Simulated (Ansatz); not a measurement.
```xyz
4

B     0.3084    0.4530   -0.2758
O    -0.2984   -0.5834    0.3026
H    -0.1963    1.5425   -0.2769
H     0.1863   -1.4122    0.2501
```

Total charge 0; spin multiplicity 2.

(1) List the CAM-B3LYP/def2-TZVPP orbital energies in eV (Ansatz 0.2.0). (Estimate.)

Results:

(1) Ansatz gave: α occupied: -523.76, -186.78, -31.06, -18.22, -14.07, -13.28, -12.64, -6.98. α empty: 0.52, 1.51, 3.19, 3.78, 4.94, 5.11, 5.80, 10.14. β occupied: -523.71, -186.50, -30.92, -18.04, -13.47, -12.68, -12.60. β empty: -0.34, 0.90, 1.61, 3.20, 3.95, 5.29, 5.34, 6.25. ⟨S²⟩ = 0.752.
